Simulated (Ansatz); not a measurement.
HfO₂ (P2₁/c, No. 14) was calculated with rVV10 (PAW; Ansatz, a program for electronic structure).

Input:

Ansatz 0.2 input:
```yaml
crystal:
  lattice:
    - [0.0, 5.1757354651, 0.0025922301]
    - [5.2307825479, 0.0, 0.0]
    - [0.0, -0.8709902471, -5.2980177881]
  atoms:
    - { symbol: Hf, position: [0.7243385678, 0.9590302794, 0.7914964785] }
    - { symbol: Hf, position: [0.2756614322, 0.4590302794, 0.7085035215] }
    - { symbol: Hf, position: [0.2756614322, 0.0409697206, 0.2085035215] }
    - { symbol: Hf, position: [0.7243385678, 0.5409697206, 0.2914964785] }
    - { symbol: O, position: [0.5523908934, 0.2426976759, 0.5224066521] }
    - { symbol: O, position: [0.4476091066, 0.7426976759, 0.9775933479] }
    - { symbol: O, position: [0.4476091066, 0.7573023241, 0.4775933479] }
    - { symbol: O, position: [0.5523908934, 0.2573023241, 0.0224066521] }
    - { symbol: O, position: [0.9313363152, 0.6698341779, 0.6533975831] }
    - { symbol: O, position: [0.0686636848, 0.1698341779, 0.8466024169] }
    - { symbol: O, position: [0.0686636848, 0.3301658221, 0.3466024169] }
    - { symbol: O, position: [0.9313363152, 0.8301658221, 0.1533975831] }
basis:
  ecutwfc: 520
  ecutrho_ratio: 4
  xc_grid: 2
kpoints:
  mp_grid: { grid: [8, 8, 8] }
  band_path:
    path:
      - [0.0, 0.0, 0.0]
      - [0.0, 0.1, 0.0]
      - [0.0, 0.2, 0.0]
      - [0.0, 0.3, 0.0]
      - [0.0, 0.4, 0.0]
      - [0.0, 0.5, 0.0]
      - [0.0, 0.5, 0.1]
      - [0.0, 0.5, 0.2]
      - [0.0, 0.5, 0.3]
      - [0.0, 0.5, 0.4]
      - [0.0, 0.5, 0.5]
      - [0.0, 0.4, 0.5]
      - [0.0, 0.3, 0.5]
      - [0.0, 0.2, 0.5]
      - [0.0, 0.1, 0.5]
      - [0.0, 0.0, 0.5]
      - [0.0, 0.0, 0.4]
      - [0.0, 0.0, 0.3]
      - [0.0, 0.0, 0.2]
      - [0.0, 0.0, 0.1]
      - [-0.071429, 0.0, 0.071429]
      - [-0.142857, 0.0, 0.142857]
      - [-0.214286, 0.0, 0.214286]
      - [-0.285714, 0.0, 0.285714]
      - [-0.357143, 0.0, 0.357143]
      - [-0.428571, 0.0, 0.428571]
      - [-0.5, 0.0, 0.5]
      - [-0.5, 0.1, 0.5]
      - [-0.5, 0.2, 0.5]
      - [-0.5, 0.3, 0.5]
      - [-0.5, 0.4, 0.5]
      - [-0.5, 0.5, 0.5]
      - [-0.428571, 0.5, 0.428571]
      - [-0.357143, 0.5, 0.357143]
      - [-0.285714, 0.5, 0.285714]
      - [-0.214286, 0.5, 0.214286]
      - [-0.142857, 0.5, 0.142857]
      - [-0.071429, 0.5, 0.071429]
      - [-0.1, 0.5, 0.0]
      - [-0.2, 0.5, 0.0]
      - [-0.3, 0.5, 0.0]
      - [-0.4, 0.5, 0.0]
      - [-0.5, 0.5, 0.0]
      - [-0.5, 0.4, 0.0]
      - [-0.5, 0.3, 0.0]
      - [-0.5, 0.2, 0.0]
      - [-0.5, 0.1, 0.0]
      - [-0.5, 0.0, 0.0]
      - [-0.4, 0.0, 0.0]
      - [-0.3, 0.0, 0.0]
      - [-0.2, 0.0, 0.0]
      - [-0.1, 0.0, 0.0]
    npoints: 1
hamiltonian:
  xc: { exchange: rpw86, correlation: pbe }
  dispersion: rvv10
  pseudopotentials: { kind: paw }
scf:
  occupations: { method: fermi_dirac, width: 0.01 }
  convergence: { dr2_threshold: 0.0000000012 }
output:
  forces: true
  stress: true
  eigenvalues: true
  write_bands: true
```

From the output:

```
Crystal: 12 atoms, lattice volume = 143.422 Å³
Basis set: ecut = 520 eV, 3859 PW (Γ), exchange–correlation on 80×80×80 points (8 copies of the dense FFT grid, shifted against one another)
Bands: 92, of which v1, the nominal top of the filled ones, is band 76 counted from 1 (75 counted from 0)
Symmetry: 4 space group operations
Space group: P21/c (ITA 14), of the structure as read, at distance tolerance 5.2e-5 Å
k-points: 170 of 512
Functional: x = rpw86, c = pbe(β = 0.06672455060314922) + rvv10(b = 6.3, C = 0.0093)
SCF iter   1: F=—  HF=-67745.531703 eV  |F-HF|=—  |Δ(HF+E_count)|=         —  Δρ=1.71e-2  dr2=2.92e-1
SCF iter   2: F=—  HF=-67745.450375 eV  |F-HF|=—  |Δ(HF+E_count)|=   8.13e-2  Δρ=3.56e-3  dr2=1.48e-2
  ...
SCF iter   9: F=—  HF=-67745.442464 eV  |F-HF|=—  |Δ(HF+E_count)|=   5.18e-8  Δρ=5.96e-6  dr2=3.53e-8
SCF iter  10: F=-67745.442464 eV  HF=-67745.442464 eV  |F-HF|=4.95e-10  |Δ(HF+E_count)|=   1.02e-8  Δρ=6.42e-7  dr2=5.91e-10
SCF 1 converged in 10 iterations: F = -67745.442464 eV  dr2 = 5.91e-10
SCF converged after 10 iterations
Free energy (F): -67745.442464 eV
Internal energy: -67745.442464 eV  (E = F + TS)
E sigma→0 (E₀):  -67745.442464 eV
Fermi energy:    15.532105 eV
--- Forces (eV/Å), atoms counted from 1 ---
  atom   1  Hf     0.00074670    -0.00063286     0.00071254
  atom   2  Hf     0.00074670     0.00063286    -0.00071254
  atom   3  Hf    -0.00074670     0.00063286    -0.00071254
  atom   4  Hf    -0.00074670    -0.00063286     0.00071254
  atom   5  O      0.00017196     0.00051797    -0.00023284
  atom   6  O      0.00017196    -0.00051797     0.00023284
  atom   7  O     -0.00017196    -0.00051797     0.00023284
  atom   8  O     -0.00017196     0.00051797    -0.00023284
  atom   9  O     -0.00035236     0.00010918    -0.00031163
  atom  10  O     -0.00035236    -0.00010918     0.00031163
  atom  11  O      0.00035236    -0.00010918     0.00031163
  atom  12  O      0.00035236     0.00010918    -0.00031163
--- Stress (GPa, compression-positive) ---
       -0.006447       0.000000       0.000000
        0.000000      -0.009387      -0.000421
        0.000000      -0.000421      -0.006801
  P = ⅓ Tr σ = -0.0075 GPa (-0.075 kbar)
```

The PAW data were made under PBE.

The result took about 3 core-minutes (a rough figure).
